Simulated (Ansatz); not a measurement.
# CH8Si2: the cost of one run

Program: Ansatz 0.2.0. Level of theory: RKS r2SCANh/6-31G*. These are calculated values, not measurements.

## (1) The system as given

Bond lengths: Si1–C2 1.870 Å, C2–H3 1.110 Å, C2–H4 1.110 Å, C2–H5 1.110 Å, Si1–H6 1.460 Å, Si1–Si7 2.218 Å, Si7–H8 1.460 Å, Si7–H9 1.460 Å, Si7–H10 1.460 Å, Si1–H11 1.459 Å. Angles (14 of 18 angles, heavy atoms first): C2–Si1–Si7 109.5°, Si1–C2–H3 109.5°, Si1–C2–H4 109.5°, Si1–C2–H5 109.5°, C2–Si1–H6 109.5°, C2–Si1–H11 109.5°, H6–Si1–Si7 109.5°, Si7–Si1–H11 109.5°, Si1–Si7–H8 109.5°, Si1–Si7–H9 109.5°, Si1–Si7–H10 109.5°, H3–C2–H4 109.4°, H3–C2–H5 109.4°, H4–C2–H5 109.4°.

Coordinates:

```xyz
11

Si    0.0000    0.0000    0.0000
C     0.0000    0.0000    1.8700
H    -0.9996   -0.3092    2.2405
H     0.7676   -0.7111    2.2405
H     0.2320    1.0203    2.2405
H     1.3768    0.0000   -0.4862
Si   -1.0456    1.8115   -0.7393
H    -2.4302    1.4780   -1.0607
H    -1.0215    2.8436    0.2931
H    -0.3743    2.3069   -1.9374
H    -0.6877   -1.1914   -0.4862
```

## (2) Preparing the start

input.yaml reads:

```yaml
crystal:
  periodic: [false, false, false]
  atoms:
    - { symbol: Si, position_ang: [0.0, 0.0, 0.0] }
    - { symbol: C, position_ang: [0.0, 0.0, 1.87] }
    - { symbol: H, position_ang: [-0.9996, -0.3092, 2.2405] }
    - { symbol: H, position_ang: [0.7676, -0.7111, 2.2405] }
    - { symbol: H, position_ang: [0.232, 1.0203, 2.2405] }
    - { symbol: H, position_ang: [1.3768, 0.0, -0.4862] }
    - { symbol: Si, position_ang: [-1.0456, 1.8115, -0.7393] }
    - { symbol: H, position_ang: [-2.4302, 1.478, -1.0607] }
    - { symbol: H, position_ang: [-1.0215, 2.8436, 0.2931] }
    - { symbol: H, position_ang: [-0.3743, 2.3069, -1.9374] }
    - { symbol: H, position_ang: [-0.6877, -1.1914, -0.4862] }
basis:
  gaussian: { orbitals: "6-31G*" }
hamiltonian:
  xc: r2scanh
relax:
  f_tol: 0.02
  max_steps: 40
```

Command:

```sh
$ ansatz run input.yaml --threads 1 --pin off --max-ram 2048MiB --backend cpu --events-out ev --progress --plain --runs-dir out
```

**Question.** How long does this run take on 1 thread of Arm Neoverse V1, shared host, and how much memory does it need?

About 68 s, with a peak of 0.15 GiB.
